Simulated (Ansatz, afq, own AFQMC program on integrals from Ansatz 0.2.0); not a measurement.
# AlNH (quartet): quantum Monte Carlo beside coupled cluster at distance Al1–N2 = 6.607 Å, cc-pVDZ

Aim: compute AlNH (quartet) with auxiliary-field quantum Monte Carlo on the same integrals as coupled cluster, and set the energies side by side.

Method: cc-pVDZ, frozen cores; program: Ansatz 0.2.0, Gaussian basis, and an in-house AFQMC program (afq) on its integrals; all values are calculated.

The runs, in order: PBE (unrestricted); r2SCAN (unrestricted); PBE0 (unrestricted); B3LYP (unrestricted); wB97M-V (unrestricted); B2PLYP (unrestricted); CCSD(T) on UHF; CCSDT(Q) on UHF; Phaseless AFQMC, CISD trial on UHF; Phaseless AFQMC, CID trial on UHF.

4 further runs of the same task are left out: 4 that didn't finish.

## (1) The system

The geometry derives from a PBE0/def2-TZVP stationary point (not a proven minimum). One bond is set to the value named and the two fragments are kept rigid.

3 atoms, charge 0, spin multiplicity 4.

Atoms are counted from 1 here; the program's logs count them from 0.

Bond lengths: Al1–H3 1.612 Å.

## (2) PBE (unrestricted)

Input file in.yaml:

```yaml
crystal:
  periodic: [false, false, false]
  atoms:
    - {symbol: Al, position_ang: [0.000000, -0.714270, 1.929668]}
    - {symbol: N, position_ang: [0.000000, 0.016305, -4.636816]}
    - {symbol: H, position_ang: [0.000000, 0.697966, 2.707148]}
basis:
  gaussian: {orbitals: cc-pVDZ}
magnetization: {spin_polarized: true, initial_magnetization: 3}
hamiltonian: {xc: {name: PBE}}
output: {orbitals: {seedname: orbitals}}
```

Command:

```bash
> ansatz run in.yaml --threads 1 --pin off --events-out ev --progress --plain --max-ram 1382MiB
```

Output:

```text
Functional definition: PBE
  name "PBE"
  cite "Perdew, Burke & Ernzerhof, Phys. Rev. Lett. 77, 3865 (1996) doi:10.1103/PhysRevLett.77.3865"
  parent pbe
  parameter kappa = 0.804
  parameter beta = 0.06672455060314922
  exchange = pbe_x(kappa = kappa, mu = beta*pi^2/3)
  correlation = pbe_c(beta = beta)
360 factors; integrals over basis functions are off by at most 1.1e-3 eV
mean field evaluation 1: about -8079.1843 eV, gradient 2.8e1 eV
mean field evaluation 2: about -7886.1162 eV, gradient 6.0e1 eV
mean field evaluation 4: about -8080.3153 eV, gradient 2.3e1 eV
mean field evaluation 8: about -8091.1778 eV, gradient 7.9e-1 eV
mean field evaluation 16: about -8091.1801 eV, gradient 8.7e-4 eV
mean field -8091.18009602 eV, -297.3453841300 hartree, gradient 1.5e-5 eV, S^2 3.751310; 1 other end points of the search recorded, 0 dependent functions left out
reference -8091.18013071 eV, -297.3453854048 hartree; 12, 9 occupied and 25, 28 virtual orbitals, 360 factors
Total energy: -8091.18013071 eV, -297.3453854048 hartree
```

Run time: 0.75 s. Hardware: 1 thread of Arm Neoverse V1, shared host.

From the report: ⟨S²⟩ of the determinant 3.751 (pure quartet: 3.75).

## (3) r2SCAN (unrestricted)

in.yaml: that of step 2 with these lines changed.

```diff
@@ -9,3 +9,2 @@
 magnetization: {spin_polarized: true, initial_magnetization: 3}
-hamiltonian: {xc: {name: PBE}}
-output: {orbitals: {seedname: orbitals}}
+hamiltonian: {xc: {name: r2SCAN}}
```

Same command.

Output (excerpt; [...] marks lines left out):

```text
Functional definition: r2SCAN
  name "r2SCAN"
  cite "Furness, Kaplan, Ning, Perdew & Sun, J. Phys. Chem. Lett. 11, 8208 (2020) doi:10.1021/acs.jpclett.0c02405"
  cite "Furness, Kaplan, Ning, Perdew & Sun, J. Phys. Chem. Lett. 11, 9248 (2020) doi:10.1021/acs.jpclett.0c03077"
  parent r2scan
[...]
360 factors; integrals over basis functions are off by at most 1.1e-3 eV
[...]
mean field -8095.44417839 eV, -297.5020862668 hartree, gradient 5.9e-6 eV, S^2 3.752992; 4 other end points of the search recorded, 0 dependent functions left out
reference -8095.44419181 eV, -297.5020867600 hartree; 12, 9 occupied and 25, 28 virtual orbitals, 360 factors
Total energy: -8095.44419181 eV, -297.5020867600 hartree
```

Run time: 2.8 s. Hardware: 1 thread of Arm Neoverse V1, shared host.

From the report: ⟨S²⟩ of the determinant 3.753 (pure quartet: 3.75).

## (4) PBE0 (unrestricted)

in.yaml: that of step 3 with these lines changed.

```diff
@@ -9,2 +9,3 @@
 magnetization: {spin_polarized: true, initial_magnetization: 3}
-hamiltonian: {xc: {name: r2SCAN}}
+hamiltonian: {xc: {name: PBE0}}
+output: {orbitals: {seedname: orbitals}}
```

Launched as before.

Output (excerpt; [...] marks lines left out):

```text
Functional definition: PBE0
  name "PBE0"
  cite "Adamo & Barone, J. Chem. Phys. 110, 6158 (1999) doi:10.1063/1.478522"
  cite "Perdew, Burke & Ernzerhof, Phys. Rev. Lett. 77, 3865 (1996) doi:10.1103/PhysRevLett.77.3865"
  parent pbe
[...]
360 factors; integrals over basis functions are off by at most 1.1e-3 eV
[...]
mean field -8092.22763691 eV, -297.3838805475 hartree, gradient 1.3e-5 eV, S^2 3.751615; 4 other end points of the search recorded, 0 dependent functions left out
reference -8092.22766287 eV, -297.3838815014 hartree; 12, 9 occupied and 25, 28 virtual orbitals, 360 factors
Total energy: -8092.22766287 eV, -297.3838815014 hartree
```

It took 1.4 s on 1 thread of Arm Neoverse V1, shared host.

From the report: ⟨S²⟩ of the determinant 3.752 (pure quartet: 3.75).

## (5) B3LYP (unrestricted)

in.yaml: that of step 4 with these lines changed.

```diff
@@ -9,3 +9,2 @@
 magnetization: {spin_polarized: true, initial_magnetization: 3}
-hamiltonian: {xc: {name: PBE0}}
-output: {orbitals: {seedname: orbitals}}
+hamiltonian: {xc: {name: B3LYP}}
```

The command is unchanged.

Output (excerpt; [...] marks lines left out):

```text
Functional definition: B3LYP
  name "B3LYP"
  cite "Stephens, Devlin, Chabalowski & Frisch, J. Phys. Chem. 98, 11623 (1994) doi:10.1021/j100096a001"
  cite "Becke, Phys. Rev. A 38, 3098 (1988) doi:10.1103/PhysRevA.38.3098"
  cite "Lee, Yang & Parr, Phys. Rev. B 37, 785 (1988) doi:10.1103/PhysRevB.37.785"
  cite "Vosko, Wilk & Nusair, Can. J. Phys. 58, 1200 (1980) doi:10.1139/p80-159"
[...]
360 factors; integrals over basis functions are off by at most 1.1e-3 eV
[...]
mean field -8097.72116336 eV, -297.5857639208 hartree, gradient 1.7e-5 eV, S^2 3.751947; 2 other end points of the search recorded, 0 dependent functions left out
reference -8097.72139347 eV, -297.5857723772 hartree; 12, 9 occupied and 25, 28 virtual orbitals, 360 factors
Total energy: -8097.72139347 eV, -297.5857723772 hartree
```

Run time: 1 s. Hardware: 1 thread of Arm Neoverse V1, shared host.

From the report: ⟨S²⟩ of the determinant 3.752 (pure quartet: 3.75).

## (6) wB97M-V (unrestricted)

in.yaml: that of step 5 with these lines changed.

```diff
@@ -9,2 +9,3 @@
 magnetization: {spin_polarized: true, initial_magnetization: 3}
-hamiltonian: {xc: {name: B3LYP}}
+hamiltonian: {xc: {name: wB97M-V}}
+output: {orbitals: {seedname: orbitals}}
```

The command is unchanged.

Output (excerpt; [...] marks lines left out):

```text
Functional definition: wB97M-V
  name "wB97M-V"
  cite "Mardirossian & Head-Gordon, J. Chem. Phys. 144, 214110 (2016) doi:10.1063/1.4952647"
  cite "Becke, J. Chem. Phys. 107, 8554 (1997) doi:10.1063/1.475007"
  cite "Vydrov & Van Voorhis, J. Chem. Phys. 133, 244103 (2010) doi:10.1063/1.3521275"
  # Of w^i u^j: cxij and so on, Table III.
[...]
  gx(w, u) = 1 - cx + cx01*u + cx10*w
  gss(w, u) = css00 + css04*u^4 + css10*w + css20*w^2 + css43*w^4*u^3
  gos(w, u) = cos00 + cos10*w + (cos20 + cos21*u)*w^2 + (cos60 + cos61*u)*w^6
[...]
      + integral(e_c_pw_mod_opposite_spin*gos(b97_w_opposite, b97_u_opposite)) + vv10(b, c)
360 factors; integrals over basis functions are off by at most 1.1e-3 eV
116 factors; integrals over basis functions are off by at most 2.0e-5 eV
[...]
mean field -8096.26145141 eV, -297.5321204963 hartree, gradient 6.5e-5 eV, S^2 3.751809; 0 other end points of the search recorded, 0 dependent functions left out
reference -8096.26149343 eV, -297.5321220403 hartree; 12, 9 occupied and 25, 28 virtual orbitals, 360 factors
Total energy: -8096.26149343 eV, -297.5321220403 hartree
```

It took 3.5 s on 1 thread of Arm Neoverse V1, shared host.

From the report: ⟨S²⟩ of the determinant 3.752 (pure quartet: 3.75).

## (7) B2PLYP (unrestricted)

in.yaml: that of step 6 with these lines changed.

```diff
@@ -9,3 +9,3 @@
 magnetization: {spin_polarized: true, initial_magnetization: 3}
-hamiltonian: {xc: {name: wB97M-V}}
-output: {orbitals: {seedname: orbitals}}
+hamiltonian: {xc: {name: B2PLYP}}
+correlation: {electrons: outside_noble_gas}
```

Same command.

Output (excerpt; [...] marks lines left out):

```text
Functional definition: B2PLYP
  name "B2PLYP"
  cite "Grimme, J. Chem. Phys. 124, 034108 (2006) doi:10.1063/1.2148954"
  cite "Becke, Phys. Rev. A 38, 3098 (1988) doi:10.1103/PhysRevA.38.3098"
  cite "Lee, Yang & Parr, Phys. Rev. B 37, 785 (1988) doi:10.1103/PhysRevB.37.785"
[...]
360 factors; integrals over basis functions are off by at most 1.1e-3 eV
[...]
mean field -8091.58124882 eV, -297.3601262233 hartree, gradient 7.7e-6 eV, S^2 3.752593; 4 other end points of the search recorded, 0 dependent functions left out
6 core orbitals not correlated: weight in the atoms' cores, before any rotation towards them, 1.000 or more for the frozen orbitals, at most 0.000 for the correlated occupied ones
reference -8091.58139463 eV, -297.3601315819 hartree; 6, 3 occupied and 25, 28 virtual orbitals, 360 factors
second order -4.09217866 eV of doubles, -0.00000000 eV of singles
Total energy: -8092.68628287 eV, -297.4007354757 hartree
```

Wall time 1.6 s (1 thread of Arm Neoverse V1, shared host).

From the report: ⟨S²⟩ of the determinant 3.753 (pure quartet: 3.75).

## (8) CCSD(T) on UHF

in.yaml: that of step 7 with these lines changed.

```diff
@@ -9,3 +9,2 @@
 magnetization: {spin_polarized: true, initial_magnetization: 3}
-hamiltonian: {xc: {name: B2PLYP}}
-correlation: {electrons: outside_noble_gas}
+correlation: {method: ccsd_t, electrons: outside_noble_gas, hamiltonian_folder: ham}
```

Same command.

Output (excerpt; [...] marks lines left out):

```text
Functional definition: HF
  name "HF"
  cite "Fock, Z. Phys. 61, 126 (1930) doi:10.1007/BF01340294"
  parent pbe
[...]
360 factors; integrals over basis functions are off by at most 1.1e-3 eV
[...]
mean field -8077.56554478 eV, -296.8450586001 hartree, gradient 3.2e-11 eV, S^2 3.911281; 24 other end points of the search recorded, 0 dependent functions left out
determinant -8077.56554478 eV, -296.8450586001 hartree, with singles and doubles -8081.91199223 eV, -297.0047875978 hartree
determinant -8077.56552955 eV, -296.8450580405 hartree, with singles and doubles -8081.91198839 eV, -297.0047874567 hartree
determinant -8075.60331893 eV, -296.7729481302 hartree, with singles and doubles -8079.71094848 eV, -296.9239007317 hartree
determinant -8075.60326927 eV, -296.7729463053 hartree, with singles and doubles -8079.71093764 eV, -296.9239003334 hartree
[...]
determinant -8074.72844948 eV, -296.7407972709 hartree, with singles and doubles -8078.98110155 eV, -296.8970793519 hartree
determinant -8074.72844378 eV, -296.7407970613 hartree, with singles and doubles -8078.98908195 eV, -296.8973726263 hartree
determinant -8077.56554478 eV, -296.8450586001 hartree, with singles and doubles -8081.91735323 eV, -297.0049846108 hartree
determinant -8077.56552955 eV, -296.8450580405 hartree, with singles and doubles -8081.91735299 eV, -297.0049846020 hartree
6 core orbitals not correlated: weight in the atoms' cores, before any rotation towards them, 1.000 or more for the frozen orbitals, at most 0.000 for the correlated occupied ones
reference -8077.56552955 eV, -296.8450580405 hartree; 6, 3 occupied and 25, 28 virtual orbitals, 360 factors
second order -3.23227260 eV of doubles, -0.00000000 eV of singles
cycle   1  -4.35182111 eV  change    2.3e-6 eV  update   3.1e-6
perturbative correction -0.04417946 eV, -0.0016235652 hartree
Total energy: -8081.96153012 eV, -297.0066080816 hartree
```

Run time: 6 s. Hardware: 1 thread of Arm Neoverse V1, shared host.

From the report: ⟨S²⟩ of the determinant 3.911 (pure quartet: 3.75); correlation -4.3960 eV; T1 0.058; largest double amplitude 0.10.

This run also writes the integrals to the folder ham.

## (9) CCSDT(Q) on UHF

in.yaml: that of step 8 with these lines changed.

```diff
@@ -9,2 +9,2 @@
 magnetization: {spin_polarized: true, initial_magnetization: 3}
-correlation: {method: ccsd_t, electrons: outside_noble_gas, hamiltonian_folder: ham}
+correlation: {method: ccsdt_q, electrons: outside_noble_gas}
```

Launched as before.

Output (excerpt; [...] marks lines left out):

```text
Functional definition: HF
  name "HF"
  cite "Fock, Z. Phys. 61, 126 (1930) doi:10.1007/BF01340294"
  parent pbe
[...]
615 factors; integrals over basis functions are off by at most 1.6e-7 eV
[...]
mean field -8077.56556076 eV, -296.8450591872 hartree, gradient 8.4e-6 eV, S^2 3.911292; 24 other end points of the search recorded, 0 dependent functions left out
determinant -8077.56556076 eV, -296.8450591872 hartree, with singles and doubles -8081.91201973 eV, -297.0047886085 hartree
determinant -8075.60333566 eV, -296.7729487448 hartree, with singles and doubles -8079.71096599 eV, -296.9239013753 hartree
determinant -8075.60328580 eV, -296.7729469128 hartree, with singles and doubles -8079.71095249 eV, -296.9239008793 hartree
determinant -8075.60323670 eV, -296.7729451082 hartree, with singles and doubles -8079.71093296 eV, -296.9239001615 hartree
[...]
determinant -8077.55334786 eV, -296.8446103716 hartree, with singles and doubles -8081.91848604 eV, -297.0050262410 hartree
determinant -8077.56556076 eV, -296.8450591872 hartree, with singles and doubles -8081.91737814 eV, -297.0049855264 hartree
determinant -8077.55334786 eV, -296.8446103716 hartree, with singles and doubles -8081.91851869 eV, -297.0050274408 hartree
6 core orbitals not correlated: weight in the atoms' cores, before any rotation towards them, 1.000 or more for the frozen orbitals, at most 0.000 for the correlated occupied ones
reference -8077.55334786 eV, -296.8446103716 hartree; 6, 3 occupied and 25, 28 virtual orbitals, 615 factors
second order -3.33476588 eV of doubles, -0.00000000 eV of singles
cycle   1  -4.06001079 eV  change   -7.3e-1 eV  update   7.4e-2
[...]
cycle  12  -4.42153953 eV  change   -1.1e-6 eV  update   6.0e-7
perturbative correction -0.00169436 eV, -0.0000622665 hartree
Total energy: -8081.97658174 eV, -297.0071612186 hartree
```

Wall time 17 s (1 thread of Arm Neoverse V1, shared host).

From the report: ⟨S²⟩ of the determinant 3.754 (pure quartet: 3.75); correlation -4.4232 eV; T1 0.009; largest double amplitude 0.10.

## (10) Phaseless AFQMC, CISD trial on UHF

It reads the integrals that the CCSD(T) run on this determinant wrote.

Command:

```bash
> afq ham --method phaseless --trial cisd --walkers 60 --populations 1 --least-time 40 --time-step 0.005 --steps-per-block 50 --equilibration-blocks 40 --max-blocks 300 --target-error 0.00072 --factor-cut 1e-05 --start spin_pure --seed 5683 --release-times 0.24,0.51,0.99,1.62,2.4 --release-step 0.03 --release-every 4 --taylor-order 6
```

Output:

```text
orbitals 31  electrons 6 3  factors 185 of 360
reference energy -296.84505804 Eh
CCSD correlation -0.15992632 Eh in 12 cycles, weight of the determinant in the CISD state 0.8363
energy of the start -296.996349 Eh
 block  time / (1/Eh)  mean weight  energy / Eh
     1     0.250  1.0008  -296.999141
     2     0.500  1.0014  -297.001584
     3     0.750  1.0012  -297.002701
     4     1.000  0.9995  -297.003125
     5     1.250  1.0012  -297.002559
     6     1.500  0.9995  -297.004868
     7     1.750  1.0000  -297.007177
     8     2.000  1.0004  -297.005349
     9     2.250  1.0007  -297.005782
    10     2.500  0.9995  -297.007021
    11     2.750  0.9976  -297.006666
    16     4.000  1.0002  -297.005357
    21     5.250  0.9998  -297.005019
    26     6.500  0.9996  -297.005198
    31     7.750  1.0017  -297.002652
    36     9.000  1.0012  -297.007193
    41    10.250  1.0004  -297.005782
    46    11.500  0.9998  -297.004076
    51    12.750  1.0001  -297.007685
    56    14.000  0.9836  -297.004919
    61    15.250  0.9996  -297.012443
    66    16.500  0.9995  -297.007562
    71    17.750  1.0014  -297.008480
    76    19.000  1.0009  -297.002183
    81    20.250  1.0012  -297.009341
    86    21.500  0.9999  -297.006699
    91    22.750  0.9992  -297.005770
    96    24.000  1.0003  -297.007961
   101    25.250  0.9990  -297.008679
   106    26.500  1.0008  -297.011474
   111    27.750  1.0021  -297.008174
   116    29.000  0.9991  -297.005166
   121    30.250  1.0070  -297.009132
   126    31.500  0.9991  -297.009881
   131    32.750  0.9995  -297.009929
   136    34.000  0.9998  -297.009434
   141    35.250  1.0007  -297.004077
   146    36.500  0.9995  -297.006356
   151    37.750  1.0014  -297.007555
   156    39.000  1.0006  -297.008762
   161    40.250  1.0021  -297.007480
   166    41.500  0.9990  -297.006819
   171    42.750  0.9999  -297.004319
   176    44.000  0.9997  -297.006642
   181    45.250  1.0009  -297.004421
   186    46.500  1.0005  -297.002459
   191    47.750  0.9999  -297.005598
   196    49.000  1.0006  -297.011355
blocks merged  error / Eh  count
     1  0.000177  160
     2  0.000212  80
     4  0.000239  40
     8  0.000286  20
    16  0.000295  10
released: time / (1/Eh)  energy / Eh  error  mean overlap
  0.24  -297.006994  0.000386  1.0009
  0.51  -297.007656  0.000342  0.9849
  0.99  -297.007560  0.000385  0.9852
  1.62  -297.007374  0.000320  0.9760
  2.40  -297.007481  0.000428  0.9740
energy -297.006879 +/- 0.000286 Eh
```

Wall time 2.4 min (1 thread of Arm Neoverse V1, shared host).

Energy -8081.9689 ± 0.0078 eV. Caveats: constraint bias not in the error.

## (11) Phaseless AFQMC, CID trial on UHF (settings varied)

It reads the integrals that the CCSD(T) run on this determinant wrote.

Command:

```bash
> afq ham --method phaseless --trial cid --walkers 10 --populations 1 --least-time 40 --time-step 0.01 --steps-per-block 5 --equilibration-blocks 200 --max-blocks 800 --target-error 0.00144 --factor-cut 1e-05 --start spin_pure --seed 811 --taylor-order 4
```

Output:

```text
orbitals 31  electrons 6 3  factors 185 of 360
reference energy -296.84505804 Eh
CCSD correlation -0.15992632 Eh in 12 cycles, weight of the determinant in the CISD state 0.8363
energy of the start -297.010389 Eh
 block  time / (1/Eh)  mean weight  energy / Eh
     1     0.050  0.9910  -297.009047
     2     0.100  1.0062  -297.008337
     3     0.150  0.9935  -297.007592
     4     0.200  1.0038  -297.007638
     5     0.250  0.9965  -297.007353
     6     0.300  1.0096  -297.007408
     7     0.350  1.0076  -297.006900
     8     0.400  0.9983  -297.007333
     9     0.450  0.9993  -297.007173
    10     0.500  0.9958  -297.007850
    26     1.300  1.0028  -297.015185
    51     2.550  1.0023  -297.008814
    76     3.800  1.0053  -297.009550
   101     5.050  0.9975  -297.001995
   126     6.300  1.0061  -297.016336
   151     7.550  0.9939  -297.007179
   176     8.800  1.0146  -297.008494
   201    10.050  0.9960  -297.007400
   226    11.300  0.9985  -297.008226
   251    12.550  1.0005  -297.009741
   276    13.800  1.0023  -297.012857
   301    15.050  1.0006  -297.009382
   326    16.300  0.9924  -297.000604
   351    17.550  0.9950  -297.006677
   376    18.800  1.0029  -297.005947
   401    20.050  0.9917  -297.006339
   426    21.300  0.9933  -297.009130
   451    22.550  1.0053  -297.010280
   476    23.800  0.9961  -297.001457
   501    25.050  1.0071  -297.007352
   526    26.300  1.0009  -297.010629
   551    27.550  0.9991  -297.003856
   576    28.800  0.9973  -297.004367
   601    30.050  0.9979  -297.005594
   626    31.300  0.9984  -297.003782
   651    32.550  1.0034  -297.007757
   676    33.800  1.0008  -297.014896
   701    35.050  1.0111  -296.996345
   726    36.300  0.9933  -297.006510
   751    37.550  1.0001  -297.007185
   776    38.800  0.9997  -297.008983
   801    40.050  0.9986  -297.004182
   826    41.300  1.0000  -297.003972
   851    42.550  0.9862  -297.004455
   876    43.800  1.0061  -297.008709
   901    45.050  0.9956  -297.011711
   926    46.300  1.0021  -296.998660
   951    47.550  1.0050  -297.006801
   976    48.800  0.9948  -296.997591
blocks merged  error / Eh  count
     1  0.000135  800
     2  0.000182  400
     4  0.000244  200
     8  0.000324  100
    16  0.000409  50
    32  0.000469  25
    64  0.000545  12
energy -297.006120 +/- 0.000469 Eh
```

Run time: 26 s. Hardware: 1 thread of Arm Neoverse V1, shared host.

Energy -8081.9483 ± 0.0128 eV. Caveats: constraint bias not in the error.

## (12) AFQMC on the ladder

On the UHF determinant, counted from CCSD(T) (a yardstick, not exact):

```tsv
level	energy (eV)	from CCSD(T) (meV)	statistical error (meV)	time
HF	-8077.5655	+4396.0		
MP2	-8080.7978	+1163.7		
CCSD	-8081.9174	+44.2		
CCSD(T)	-8081.9615	0.0		
Phaseless AFQMC, CISD trial, step 0.005, 60 walkers	-8081.9689	-7.4	7.8	2.4 min
Phaseless AFQMC, CID trial, step 0.01, 10 walkers	-8081.9483	+13.3	12.8	26 s
```

The functionals' totals stand on their own zeros and serve differences with other points: PBE -8091.180 eV; r2SCAN -8095.444 eV; PBE0 -8092.228 eV; B3LYP -8097.721 eV; wB97M-V -8096.261 eV; B2PLYP -8092.686 eV.

## (13) Outcome

```
                                       quantity           value
Phaseless AFQMC, CISD trial on UHF from CCSD(T)  -7.4 ± 7.8 meV
```

What this shows: On UHF the phaseless walk with the CISD trial lies -7.4 meV from CCSD(T), within three error bars. Error bars are statistical and leave out the constraint, the time step and what remains of the start.
